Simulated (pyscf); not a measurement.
This saddle point was located with ωB97X-D3(BJ)/def2-SVP in PySCF.

```xyz
8

As    -0.1716     1.5694     0.6274
O      0.1304    -0.3836     0.1389
H      0.8444     1.7688    -0.5385
H     -1.3456     1.8268    -0.2956
H      1.0227    -0.7631     0.0962
Si    -1.1674    -0.7608     1.3982
H     -1.8549    -1.9817     0.8308
H     -0.3434    -1.3919     2.4991
```

Surface: singlet, charge 0. Lowest wavenumbers (cm⁻¹): 332i, 194, 268, 310, 380.

Question: Which two sides does it connect, and which bonds change?

Answer: HO–AsH₂ + silylene (SiH₂) [singlet] ⇌ HO–SiH₂–AsH₂, an insertion read from left to right: As–O broken and As–Si, O–Si formed. At CCSD(T)/def2-TZVPP + ΔMP2(QZVPP) it lies -62.7 kJ/mol from the left side and +318.4 kJ/mol from the right (each side as separated species at their lowest minima found). On the reactant side the descent ends in an adduct with a O–Si contact, 93.5 kJ/mol under the separated species and 11.2 kJ/mol under the saddle at ωB97X-D3(BJ)/def2-TZVP. At CCSD(T) the saddle lies under the separated reactants, which points to a path from their complex (located at ωB97X-D3(BJ) alone). What is counted as formed (O–Si) is already present as a longer contact in the reactant adduct; forming that adduct is a step of its own. At ωB97X-D3(BJ) the barrier from the zero used here is -82.4 kJ/mol. One saddle was located; it need not be the lowest between these sides. The CCSD(T) − MP2 part came from Ansatz, without density fitting, on the same reference. The frozen core leaves the outer d or s,p core shells of the metals and heavy elements correlated in the MP2 and CC values, and def2-TZVPP describes them poorly, which can shift differences by a few kcal/mol. Elements up to Kr have no core potential and no relativistic terms here.
